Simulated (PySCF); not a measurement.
# BH3 (SMILES [H]B([H])[H]): levels of theory compared

We compute a comparison of 6 runs (PBE0/6-31G, r2SCAN/6-31G, wB97X-V/6-31G, CCSDT/6-31G, NEVPT2(6,7)/6-31G, QCISD(T)/6-31G) of BH3. Input form: a Python script.

The results are computed with PySCF 2.14.0.

3 further runs of the same task are left out: 3 set aside as unsound or not needed.

### 1 The structure to begin with

The species is BH3 (4 atoms), meant as a singlet with charge 0. As SMILES, `[H]B([H])[H]`. The B1–H3 distance was set to 2.562 Å, away from the relaxed value. At this shape a bond of the SMILES string is far longer than usual.

Bond lengths: B1–H2 1.164 Å, B1–H4 1.165 Å. Angles: H2–B1–H4 120.0°.

### 2 A single-point energy at PBE0/6-31G (run 1)

run.py

```python
from pyscf import gto, dft

molecule = gto.Mole()
molecule.atom = '''
B    0.666534  -1.228015   0.019300
H    1.830344  -1.258365   0.035980
H   -0.555340   1.023410  -0.018650
H    0.057874  -2.221165   0.025470
'''
molecule.spin = 0
molecule.basis = '6-31g'
molecule.verbose = 3
molecule.max_memory = 1860
molecule.build()

mf = dft.RKS(molecule)
mf.xc = 'pbe0'
mf.grids.level = 5
mf.conv_tol = 1e-10
mf.kernel()
if not mf.converged:
    mf = mf.newton().run(mf.mo_coeff, mf.mo_occ)

e_final = mf.e_tot
print(f'total energy: {e_final:.8f} hartree')
```

Started as:

```sh
$ OMP_NUM_THREADS=1 python run.py
```

Log:

```text
converged SCF energy = -26.3837831258497
total energy: -26.38378313 hartree
```

It took 1.5 s on 1 thread of Arm Neoverse V1, shared host; peak memory 0.16 GiB.

### 3 A single-point energy at r2SCAN/6-31G (run 2)

mol.xyz

```xyz
4
BH3
B      0.666534    -1.228015     0.019300
H      1.830344    -1.258365     0.035980
H     -0.555340     1.023410    -0.018650
H      0.057874    -2.221165     0.025470
```

input.py

```python
from pyscf import gto, dft

system = gto.M(
    atom='mol.xyz',
    basis='6-31g',
    max_memory=1860,
    verbose=4,
)

mf = dft.RKS(system)
mf.xc = 'r2scan'
mf.grids.level = 5
mf.conv_tol = 1e-10
mf.kernel()
if not mf.converged:
    mf = mf.newton().run(mf.mo_coeff, mf.mo_occ)

energy = mf.e_tot
print(f'total energy: {energy:.8f} hartree')
```

Started as:

```sh
$ OMP_NUM_THREADS=1 python input.py
```

Log:

```text
PySCF version 2.14.0

[... 73 lines left out ...]
converged SCF energy = -26.407175804372
total energy: -26.40717580 hartree
```

Wall time 2.2 s (1 thread of Arm Neoverse V1, shared host); peak memory 0.17 GiB.

Runs 3 to 4 aren't shown in full; the table further down has their settings and results.

### 4 The energy at NEVPT2(6,7)/6-31G (run 5)

geometry.xyz

```xyz
4
BH3
B      0.666534    -1.228015     0.019300
H      1.830344    -1.258365     0.035980
H     -0.555340     1.023410    -0.018650
H      0.057874    -2.221165     0.025470
```

job.py

```python
import numpy
from pyscf import gto, scf, mp, mcscf, mrpt

molecule = gto.M(
    atom='geometry.xyz',
    charge=0,
    max_memory=1860,
    basis='6-31g',
    spin=0,
    verbose=3,
)

mf = scf.RHF(molecule)
mf.conv_tol = 1e-10
mf.kernel()
if not mf.converged:
    mf = mf.newton().run(mf.mo_coeff, mf.mo_occ)

pt = mp.MP2(scf.addons.convert_to_uhf(mf)).run()
noons, natorbs = mcscf.addons.make_natural_orbitals(pt)
print('natural occupations', numpy.round(noons[:40], 4))
cas = mcscf.CASSCF(mf, 7, 6)
cas.fix_spin_(ss=0.0)
cas.natorb = True
cas.kernel(natorbs)
e_pt2 = mrpt.NEVPT(cas).kernel()
e_tot = cas.e_tot + e_pt2
print(f'total energy: {e_tot:.8f} hartree')
```

Started as:

```sh
$ OMP_NUM_THREADS=1 python job.py
```

Log:

```text
converged SCF energy = -26.1919272164198
E(UMP2) = -26.2671304563896  E_corr = -0.0752032399698545
E(SCS-UMP2) = -26.2775676592369  E_corr = -0.085640442817113
natural occupations [1.9999e+00 1.9845e+00 1.9827e+00 1.9176e+00 7.9400e-02 1.0400e-02
 9.3000e-03 4.5000e-03 3.9000e-03 3.4000e-03 2.5000e-03 8.0000e-04
 8.0000e-04 4.0000e-04 2.0000e-04]
CASSCF energy = -26.2960196993850
CASCI E = -26.2960196993850  E(CI) = -8.24301050618070  S^2 = 0.0000000
Sr    (-1)',   E = -0.00644438338316
Si    (+1)',   E = -0.00013400622302
Sijrs (0)  ,   E = -0.00011893275078
Sijr  (+1) ,   E = -0.00020098378923
Srsi  (-1) ,   E = -0.00012375505912
Srs   (-2) ,   E = -0.00630773078341
Sij   (+2) ,   E = -0.00011835584667
Sir   (0)' ,   E = -0.00036129747931
Nevpt2 Energy = -0.013809445314710
total energy: -26.30982914 hartree
```

It took 1.4 s on 1 thread of Arm Neoverse V1, shared host; peak memory 0.12 GiB.

### 5 The energy at QCISD(T)/6-31G (run 6)

job.py

```python
from pyscf import gto, scf, cc

mol = gto.M(
    atom='''
B      1.259567    -2.320612     0.036472
H      3.458849    -2.377965     0.067992
H     -1.049441     1.933965    -0.035243
H      0.109366    -4.197394     0.048131
''',
    verbose=3,
    spin=0,
    max_memory=1860,
    basis='6-31g',
    charge=0,
    unit='bohr',
)

mf = scf.RHF(mol)
mf.conv_tol = 1e-10
mf.kernel()
if not mf.converged:
    mf = mf.newton().run(mf.mo_coeff, mf.mo_occ)

mycc = cc.QCISD(mf, frozen=1)
mycc.kernel()
e_t = mycc.qcisd_t()
energy = mycc.e_tot + e_t
print('E(%s) = %.9f' % ('QCISD(T)', energy))
```

Started as:

```sh
$ OMP_NUM_THREADS=1 python job.py
```

Log:

```text
converged SCF energy = -26.1919271785809
E(QCISD) = -26.31043465287713  E_corr = -0.1185074742962284
QCISD(T) correction = -0.0033742655600778
E(QCISD(T)) = -26.313808918
```

Wall time 0.74 s (1 thread of Arm Neoverse V1, shared host); peak memory 0.1 GiB.

### 6 Overview of the runs

| run | level | nlc grid | integration grid | energy (Eh) | dipole moment (D) of the reference | HOMO energy (eV) | LUMO energy (eV) | wall time |
| --- | --- | --- | --- | --- | --- | --- | --- | --- |
| 1 | PBE0/6-31G | – | 5 | -26.383783 | 2.09 | -6.65 | -2.38 | 1.5 s |
| 2 | r2SCAN/6-31G | – | 5 | -26.407176 | 2.09 | -5.94 | -3.06 | 2.2 s |
| 3 | wB97X-V/6-31G | 1 | 5 | -26.414040 | 2.24 | -8.82 | -0.10 | 7.2 s |
| 4 | CCSDT/6-31G | – | – | -26.314378 | 2.75 | -8.58 | 1.17 | 0.91 s |
| 5 | NEVPT2(6,7)/6-31G | – | – | -26.309829 | 2.75 | -8.58 | 1.17 | 1.4 s |
| 6 | QCISD(T)/6-31G | – | – | -26.313809 | 2.75 | -8.58 | 1.17 | 0.74 s |

### 7 What came out

| quantity | value |
| --- | --- |
| run 6: total energy | -26.31381 Eh |
| run 6: dipole moment (Hartree–Fock density) | 2.75 D |
| run 6: HOMO energy (Hartree–Fock orbitals) | -8.58 eV |
| run 6: LUMO energy (Hartree–Fock orbitals) | 1.17 eV |
| run 6: HOMO–LUMO gap (Hartree–Fock orbitals) | 9.75 eV |
| run 6: correlation energy (1 core orbital frozen) | -121.9 mEh |
| run 6: (T) correction | -3.37 mEh |
| run 6: T1 diagnostic | 0.044 |

Over runs 1, 2, 3 the dipole moment (its size) runs from 2.09 D (PBE0/6-31G) to 2.24 D (wB97X-V/6-31G). Over runs 1, 2, 3 the HOMO–LUMO gap runs from 2.89 eV (r2SCAN/6-31G) to 8.72 eV (wB97X-V/6-31G). Totals of different functionals can't be ranked against each other. In run 6 the T1 diagnostic is large, so a single reference may not serve. All runs together took 14 s, the longest 7.2 s.
